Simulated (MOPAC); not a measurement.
MOPAC input (MNDO):

```
MNDO PRECISE GNORM=0.05 LET XYZ UHF MS=0.5 GEO-OK AUX(PRECISION=9) THREADS=1
CHO2

O    -1.04654174 1   -0.38868140 1   -0.00062933 1
C    -0.01375265 1    0.43909737 1    0.00455308 1
O     1.14788679 1    0.22368781 1   -0.00139048 1
H    -0.72824441 1   -1.31463559 1   -0.01116004 1
```

From the last part of the output:

```
                                                       MOPAC v23.2.5 Linux

          FINAL HEAT OF FORMATION =        -54.65965 KCAL/MOL =    -228.69596 KJ/MOL

          COSMO AREA              =         69.59 SQUARE ANGSTROMS
          COSMO VOLUME            =         50.91 CUBIC ANGSTROMS

          GRADIENT NORM           =          0.00613          =       0.00307 PER ATOM
          IONIZATION POTENTIAL    =         10.255879 EV
          ALPHA SOMO LUMO (EV)    =        -10.256  0.855
          BETA  SOMO LUMO (EV)    =        -12.927 -0.054
          NO. OF ALPHA ELECTRONS  =          9
          NO. OF BETA  ELECTRONS  =          8
          MOLECULAR WEIGHT        =         45.0177         POINT GROUP:  Cs

          MOLECULAR DIMENSIONS (Angstroms)

            Atom       Atom       Distance
            H     4    O     3     2.64074
            O     1    H     4     0.84661
            O     3    C     2     0.00000

          SCF CALCULATIONS        =         15

   ATOM   CHEMICAL          X               Y               Z
  NUMBER   SYMBOL      (ANGSTROMS)     (ANGSTROMS)     (ANGSTROMS)

     1       O         -1.06177986  *  -0.38875802  *  -0.00058117  *
     2       C          0.00035978  *   0.37424654  *   0.00384180  *
     3       O          1.19308767  *   0.28401681  *  -0.00091617  *
     4       H         -0.89633986  *  -1.33082399  *  -0.01078629  *

                             CARTESIAN COORDINATES

   1    O       -1.061779856    -0.388758020    -0.000581167
   2    C        0.000359784     0.374246544     0.003841803
   3    O        1.193087672     0.284016814    -0.000916172
   4    H       -0.896339863    -1.330823994    -0.010786292

           Empirical Formula: C H O2  =     4 atoms

      MOLECULAR POINT GROUP   :   Cs

          ALPHA EIGENVALUES
 -45.42626 -41.66074 -23.94838 -19.24115 -17.13452 -16.53946 -14.36134 -13.00197
 -10.25588   0.85483   3.41055   4.71674   7.30911

           BETA EIGENVALUES
 -44.84826 -41.15570 -23.21311 -18.72390 -16.26020 -16.25884 -13.29335 -12.92719
  -0.05404   1.46495   4.04440   5.08759   8.33768

              NET ATOMIC CHARGES AND DIPOLE CONTRIBUTIONS

  ATOM NO.   TYPE          CHARGE      No. of ELECS.   s-Pop       p-Pop
    1          O          -0.205663        6.2057     1.79867     4.40699
    2          C           0.237803        3.7622     1.36928     2.39292
    3          O          -0.234700        6.2347     1.87934     4.35536
    4          H           0.202560        0.7974     0.79744
 DIPOLE           X         Y         Z       TOTAL
 POINT-CHG.    -1.168    -0.803    -0.004     1.417
 HYBRID         0.243    -1.038    -0.011     1.066
 SUM           -0.925    -1.842    -0.016     2.061

          ATOMIC ORBITAL ELECTRON POPULATIONS

     Atom    s        px        py        pz
    1  O   1.79867   1.39647   1.16109   1.84943
    2  C   1.36928   0.80569   0.94356   0.64367
    3  O   1.87934   1.18423   1.66425   1.50688
    4  H   0.79744

                    (SZ)    =    0.500000
                    (S**2)  =    0.755060

          ATOMIC ORBITAL SPIN POPULATIONS

    Atom   Total    s     px     py     pz
         Atomic
    1  O  0.0661  0.027  0.034  0.006 -0.001
    2  C  0.6202  0.194  0.080  0.311  0.036
    3  O  0.2550  0.005  0.031  0.254 -0.035
    4  H  0.0587  0.059

 **********************
 *                    *
 * JOB ENDED NORMALLY *
 *                    *
 **********************

 == MOPAC DONE ==
```
